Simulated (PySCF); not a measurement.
Molecule: SMILES COC(C)=S, C3H6OS.

Atom-mapped SMILES (the numbers label the heavy atoms): `[CH3:1][O:2][C:3]([CH3:4])=[S:5]`; H(Xn) means a hydrogen on atom n.

Geometry PBE0-D3(BJ)/def2-SVP throughout; GIAO in PySCF, gas phase, one conformer, non-relativistic; equivalent atoms averaged; basis pcSseg-2.

Question: How do the absolute shieldings σ depend on the functional? (ppm; last column core-seconds on shared hosts with different chips, so compare them loosely)

Answer: 
```csv
functional,kind,C3,C1,C4,O2,S5,H(C1),H(C4),core-s
HF,Hartree–Fock,-60.1,138.0,160.9,134.2,100.6,27.99,29.06,26
LDA,LDA,-48.0,119.0,147.5,68.4,-41.8,26.77,27.98,51
PBE,GGA,-43.8,119.0,147.1,66.4,10.8,27.22,28.43,65
BLYP,GGA,-51.5,114.5,142.9,64.3,-19.3,27.39,28.62,65
BP86,GGA,-44.2,118.8,146.5,67.5,5.3,27.28,28.49,66
OPBE,GGA,-29.1,125.3,152.5,73.7,69.5,27.28,28.48,64
KT2,GGA,-31.7,123.5,151.1,74.4,93.4,27.26,28.43,34
KT3,GGA,-30.4,122.9,150.4,74.6,96.1,27.45,28.64,66
B97-D,GGA,-39.5,119.3,147.0,74.3,24.2,27.43,28.65,65
B3LYP,global hybrid,-55.3,119.9,147.0,79.3,-13.8,27.48,28.68,48
PBE0,global hybrid,-48.6,125.3,151.7,84.3,18.7,27.38,28.55,49
mPW1PW91,global hybrid,-49.9,124.6,151.0,83.8,10.7,27.43,28.61,48
WP04,global hybrid,-61.9,111.5,138.8,71.7,-66.1,27.83,29.02,30
B97-2,global hybrid,-44.3,124.8,151.3,85.6,32.2,27.49,28.67,29
BHandHLYP,global hybrid,-59.5,127.0,152.4,101.3,11.7,27.63,28.78,28
CAM-B3LYP,range-separated hybrid,-60.1,123.6,150.4,93.1,-24.1,27.43,28.67,41
wB97X-D,range-separated hybrid,-54.3,125.6,151.6,90.8,3.7,27.51,28.72,39
LC-wPBE,range-separated hybrid,-58.8,129.2,155.5,104.0,-14.7,27.47,28.72,53
```

Question: Which nucleus moves most, in ppm?

Answer: S5 (thione sulfur): from -66.1 ppm with WP04 to 100.6 ppm with HF. The smallest spread is 1.08 ppm, at H(C4). Proton shifts span only some 12 ppm, so a few tenths of a ppm matter as much there as several ppm in carbon.
